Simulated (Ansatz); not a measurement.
# doublet SiHO: levels of theory in one basis

```xyz
3

H     0.0000    0.2811   -1.4296
Si    0.0000   -0.5633   -0.0014
O     0.0000    0.2822    1.4310
```

Basis set: def2-SVP (spherical functions). Correlated methods keep 6 orbitals frozen. Correlation on ROHF uses semicanonical orbitals with singles. Charge 0, multiplicity 2.

Computed with Ansatz (development build ahead of 0.2.0); each method stands on the lowest determinant of its kind that the runs found.

```csv
method,E − E(ROHF) (eV),<S²> of the determinant
ROHF,0.00,0.75
UHF,-0.28,0.98
UHF-MP2,-6.60,0.98
UHF-CCSD(T),-8.35,0.98
```

Task: What does ROHF-MP2 give on the same scale?

Result: -6.54 eV.

Task: Is a single determinant a sound starting point here?

Result: Only with care. Unrestricted orbitals gain 0.28 eV and <S²> is 0.98 against 0.75 for a pure state, a contamination that matters most for the unrestricted series.

Caution for UHF, UHF-MP2, UHF-CCSD(T): the unrestricted determinant is spin contaminated. Caution for ROHF-MP2: a plain start can end on a higher determinant. Caution for UHF-CCSD(T): another reference gives a lower total.
